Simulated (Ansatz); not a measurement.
# C₄H₇N: one species, many methods

One table from this session's results is given with a row withheld; the runs are named, their logs left out.

Computed with Ansatz 0.2.0, Gaussian basis. Level: functionals in def2-TZVPP, the program's frozen cores in correlated methods.

The runs, in order: PBE-D4, r2SCAN-D4, PBE0-D4, B3LYP-D4, ωB97X-V, ωB97M-V, B2PLYP; CCSD(T)/def2-TZVPP; MP2/def2-QZVPP; extrapolation to the limit.

## The geometry

The geometry comes from an earlier relaxation with PBE0-D4 in a triple-zeta def2 set; it is a stationary point, not always the lowest conformer.

SMILES `C#CCNC`, 12 atoms, charge 0, spin multiplicity 1.

Atoms are counted from 1 here; the program's logs count them from 0.

Bond lengths: C1–C2 1.201 Å, C1–H6 1.064 Å, C2–C3 1.466 Å, C3–N4 1.450 Å, C3–H7 1.094 Å, C3–H8 1.096 Å, N4–C5 1.449 Å, N4–H9 1.012 Å, C5–H10 1.094 Å, C5–H11 1.091 Å, C5–H12 1.100 Å. Angles: C2–C1–H6 179.5°, C1–C2–C3 177.6°, C2–C3–N4 115.2°, C2–C3–H7 108.9°, C2–C3–H8 108.9°, N4–C3–H7 108.7°, N4–C3–H8 108.3°, H7–C3–H8 106.3°, C3–N4–C5 113.6°, C3–N4–H9 109.1°, C5–N4–H9 109.8°, N4–C5–H10 109.2°, N4–C5–H11 109.2°, N4–C5–H12 114.1°, H10–C5–H11 107.6°, H10–C5–H12 107.9°, H11–C5–H12 108.6°.

The first run:

Input file in.yaml:

```yaml
crystal:
  periodic: [false, false, false]
  atoms:
    - {symbol: C, position_ang: [-0.924715, 1.878654, 1.256559]}
    - {symbol: C, position_ang: [-0.464819, 0.775815, 1.133684]}
    - {symbol: C, position_ang: [0.066048, -0.575139, 0.930858]}
    - {symbol: N, position_ang: [-0.095984, -1.108716, -0.407730]}
    - {symbol: C, position_ang: [0.584424, -0.335789, -1.426982]}
    - {symbol: H, position_ang: [-1.328218, 2.856440, 1.374635]}
    - {symbol: H, position_ang: [-0.414024, -1.255343, 1.640775]}
    - {symbol: H, position_ang: [1.133857, -0.577757, 1.176042]}
    - {symbol: H, position_ang: [-1.083402, -1.167037, -0.623476]}
    - {symbol: H, position_ang: [1.662627, -0.373447, -1.247463]}
    - {symbol: H, position_ang: [0.396811, -0.784586, -2.403844]}
    - {symbol: H, position_ang: [0.285193, 0.721905, -1.463758]}
basis:
  gaussian: {orbitals: def2-TZVPP}
hamiltonian: {xc: pbe, dispersion: d4}
output: {forces: true, orbitals: {seedname: orbitals}}
```

Started as:

```sh
ansatz run in.yaml --threads 4 --pin off --events-out ev --progress --plain --max-ram 10444MiB
```

Steps of the session up to this table: PBE-D4 (GGA); r2SCAN-D4 (meta-GGA); PBE0-D4 (hybrid); B3LYP-D4 (hybrid); ωB97X-V (range-separated); ωB97M-V (range-separated); B2PLYP (double hybrid); CCSD(T) in def2-TZVPP; MP2 in def2-QZVPP.

One table of the session follows, with a row left open; its other results are not shown here.

It belongs to the step «Atomisation energies». 

| method | atomisation energy (eV) |
| --- | --- |
| PBE-D4 | 51.623 |
| r2SCAN-D4 | 50.138 |
| PBE0-D4 | 50.574 |
| B3LYP-D4 | ? |
| ωB97X-V | 50.184 |
| ωB97M-V | 50.331 |
| B2PLYP | 49.812 |
| HF/def2-TZVPP | 36.037 |
| MP2/def2-TZVPP | 49.698 |
| CCSD/def2-TZVPP | 48.006 |
| CCSD(T)/def2-TZVPP | 48.814 |
| MP2/CBS | 50.978 |
| CCSD(T)/CBS | 50.093 |

Estimate the missing values for B3LYP-D4.

**Answer.** atomisation energy (eV): 50.325. In the column «atomisation energy (eV)» it lies between ωB97X-V (50.184) and ωB97M-V (50.331).

Caveats from the session: Free atoms (4 C, 1 N, 7 H) were run apart at each level; the atomisation energy is their sum less the molecule, without zero-point or spin-orbit terms.
